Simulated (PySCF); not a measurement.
Start geometry of `N#CC#C` (cyanoacetylene) from GFN2-xTB (Å):
```
atom  x, y, z in Å
C1    -1.2745   -0.1733   -0.0006
C2    -0.0816   -0.0110    0.0189
C3     1.2713    0.1722    0.0438
N4     2.4085    0.3275    0.0654
H5    -2.3151   -0.3126   -0.0159
```

Task: What comes out of this run: PBE/6-31+G* geometry optimisation, gas phase in PySCF 2.14.0?

Result: 
```
atom  x, y, z in Å
C1    -1.2670   -0.1921   -0.1073
C2    -0.0544   -0.0297   -0.0846
C3     1.3035    0.1522   -0.0589
N4     2.4740    0.3090   -0.0360
H5    -2.3334   -0.3352   -0.1261
```

The energy falls by 9.3 kJ/mol over 4 energy and gradient evaluations, the largest force component goes from 0.0755 to 1.1e-04 Eh/bohr, and the atoms move by 0.028 Å rms after alignment. The bond that changes most is C3≡N4 (nitrile carbon to nitrile nitrogen), which lengthens by 0.033 Å. Bonds longer at the end by more than 0.005 Å: 3 of 4; shorter: 0. The orientation of the end geometry is arbitrary; only internal coordinates are fixed.

The run used 74 basis functions and 29 SCF cycles in all. Time: 5.4 s wall; peak memory 0.32 GiB. Hardware: one thread of an Arm Neoverse V2, on a shared host.

Whether it is a minimum is left open (no frequencies).
